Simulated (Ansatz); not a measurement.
Ansatz (an electronic-structure program) input (revPBE/def2-TZVPD):

Ansatz 0.2 input:
```yaml
crystal:
  periodic: [false, false, false]
  atoms:
    - {symbol: C, position_ang: [0.00665950, 1.54479392, 0.01509290]}
    - {symbol: C, position_ang: [1.17493834, 0.74565165, 0.01275948]}
    - {symbol: C, position_ang: [1.19231559, -0.65251117, -0.00079146]}
    - {symbol: C, position_ang: [-0.00587912, -1.36377009, -0.01332427]}
    - {symbol: C, position_ang: [-1.19789656, -0.64209902, -0.01185711]}
    - {symbol: C, position_ang: [-1.16846543, 0.75585990, 0.00191054]}
    - {symbol: H, position_ang: [2.15387681, 1.23679856, 0.02212182]}
    - {symbol: H, position_ang: [2.13917154, -1.19434108, -0.00165057]}
    - {symbol: H, position_ang: [-0.01056120, -2.44986618, -0.02393561]}
    - {symbol: H, position_ang: [-2.14938844, -1.17565942, -0.02150474]}
    - {symbol: H, position_ang: [-2.14313261, 1.25551703, 0.00222853]}
basis:
  gaussian:
    orbitals: def2-TZVPD
hamiltonian:
  xc: {name: revPBE}
total_charge: -1
output: {forces: true}
```

Output:

```
Functional definition: revPBE
integrals: 0.18 GiB planned
1299 factors; their error is unknown
mean field: 1.63 GiB planned
mean field evaluation 1: about -6293.6422 eV, gradient 5.6e1 eV
mean field evaluation 2: about -6228.3956 eV, gradient 1.4e2 eV
mean field evaluation 4: about -6302.0446 eV, gradient 1.5e1 eV
mean field evaluation 8: about -6302.5975 eV, gradient 7.3e-2 eV
mean field evaluation 16: about -6302.5443 eV, gradient 3.9e-4 eV
mean field -6302.54428317 eV, -231.6142303886 hartree, gradient 1.2e-5 eV, S^2 0.000000; 0 other end points of the search recorded, 0 dependent functions left out
the calculation of the forces begins
reference -6302.54435106 eV, -231.6142328835 hartree; 21, 21 occupied and 246, 246 virtual orbitals, 1299 factors
Total energy: -6302.54435106 eV, -231.6142328835 hartree
Atom 0 at     0.006659     1.544794     0.015093 Å, force     0.001266     0.293627     0.002869 eV/Å
Atom 1 at     1.174938     0.745652     0.012759 Å, force     0.112382     0.244846     0.002912 eV/Å
Atom 2 at     1.192316    -0.652511    -0.000791 Å, force     0.167559    -0.084811    -0.000044 eV/Å
Atom 3 at    -0.005879    -1.363770    -0.013324 Å, force    -0.000908    -0.210650    -0.002058 eV/Å
Atom 4 at    -1.197897    -0.642099    -0.011857 Å, force    -0.168284    -0.083348    -0.001599 eV/Å
Atom 5 at    -1.168465     0.755860     0.001911 Å, force    -0.110267     0.245816     0.001882 eV/Å
Atom 6 at     2.153877     1.236799     0.022122 Å, force     0.311380     0.149656     0.002914 eV/Å
Atom 7 at     2.139172    -1.194341    -0.001651 Å, force     0.328171    -0.185535    -0.000276 eV/Å
Atom 8 at    -0.010561    -2.449866    -0.023936 Å, force    -0.001463    -0.339295    -0.003315 eV/Å
Atom 9 at    -2.149388    -1.175659    -0.021505 Å, force    -0.329759    -0.182669    -0.003322 eV/Å
Atom 10 at    -2.143133     1.255517     0.002229 Å, force    -0.310078     0.152363     0.000037 eV/Å
Dipole moment:    -0.004753    -1.102486    -0.010771 e Å
```

It need not be the lowest isomer of its formula. Whether it binds its extra electron was not tested at this geometry.
